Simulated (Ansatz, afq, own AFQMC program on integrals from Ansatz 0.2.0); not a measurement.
ZrCl, sextet: AFQMC among the cluster methods

```xyz
2

Zr    0.0000    0.0000    0.0000
Cl    0.0000    0.0000    2.3446
```

Basis def2-SVP with its core potentials. Noble-gas cores (and the filled d shells of Ga–Kr and In–Xe) are frozen. Integrals, coupled cluster, full CI and functionals: Ansatz 0.2.0; the random walks run on the same integrals in our own AFQMC program. ph-AFQMC/CISD is guided by a CISD state made of CCSD amplitudes; releasing the constraint for a short imaginary time cuts its bias at the price of noise, slowly where states lie close. ± is one standard error of the sampling. No spin–orbit coupling. The metal's outer-core s and p shells are frozen, which shifts wave-function levels against functionals.

Determinant: UHF, the one that the program's search chose, which needn't be the lowest solution. The geometry is a PBE0/def2-TZVP stationary point of this or a neighbouring charge and spin state.

No full CI on the walks' own integrals is used here; CCSDT(Q) serves as the reference and is uncertain by about the last step of the cluster series.

Cautions: no spin-orbit coupling; outer-core shells of the metal frozen; another spin lies lower (by 5.92 eV); the released energies have errors that jump between times, so the bars are unsure, so no released level is given (meV from the phaseless value at times in 1/Eh: -15 ± 6 at 0.60, -2813 ± 2803 at 1.20, -14.0 ± 2.2 at 2.00, -17 ± 3 at 3.00, -15 ± 18 at 4.20).

```
T1 diagnostic                               : 0.0173
weight of the determinant in the CISD state : 0.915
⟨S²⟩ of the determinant                     : 8.761
size of the correlated space                : 11 electrons in 40 orbitals
```

```
  level  correlation energy (eV)
    MP2                  -3.8906
   CCSD                  -4.5263
CCSD(T)                  -4.5961
```

**Question.** Estimate where phaseless AFQMC with a CISD trial lies against CCSD(T) on the same integrals.

**Answer.** 0.0 ± 0.2 kJ/mol below CCSD(T). The gap is under twice the noise, so this walk alone can't tell the two apart.

Reference: CCSDT(Q), correlation energy -4.620 eV.

| level | E − E(reference) (kJ/mol) | share of correlation (%) |
| --- | --- | --- |
| CCSD(T) | 2.3 | 99.48 |
| CCSDT | 0.6 | 99.86 |
| ph-AFQMC/CISD | 2.3 ± 0.2 | 99.48 |

A walk keeps the symmetry of its determinant, which the program's search chose and which needn't be the lowest solution, so a lower state of the same spin and another symmetry isn't excluded.
